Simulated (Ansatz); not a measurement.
# Telling isomers of AlH5Si2 apart by their spectra

These gas-phase data were calculated for one isomer of AlH5Si2 at B3LYP-D3(BJ)/def2-SVP (harmonic, unscaled wavenumbers; equilibrium rotational constants with average atomic masses):

| Quantity | Value |
| --- | --- |
| rotational constants | 5.114, 4.942, 2.666 GHz |
| all wavenumbers above 1500 cm⁻¹ | 2198, 2195, 2162, 2158, 1916 |

Candidates:

(1) `[AlH]1[SiH2][SiH2]1`, a singlet
(2) `[Al][SiH2][SiH3]`, a singlet

Assign the data to one candidate and say why.

Candidate (1). The band at 1916 cm⁻¹ lies where the Al–H stretch is expected; (2) has no mode between 1700 and 2050 cm⁻¹.

The same quantities for all candidates:

|  | rotational constants (GHz) | wavenumbers above 1500 cm⁻¹ | E above the lowest, B3LYP-D3(BJ)/def2-SVP (kcal/mol) |
| --- | --- | --- | --- |
| (1) | 5.114, 4.942, 2.666 | 2198, 2195, 2162, 2158, 1916 | 12.4 |
| (2) | 9.913, 1.96, 1.701 | 2205, 2198, 2195, 2149, 2140 | 0.0 |

Programs: Ansatz 0.2.0.
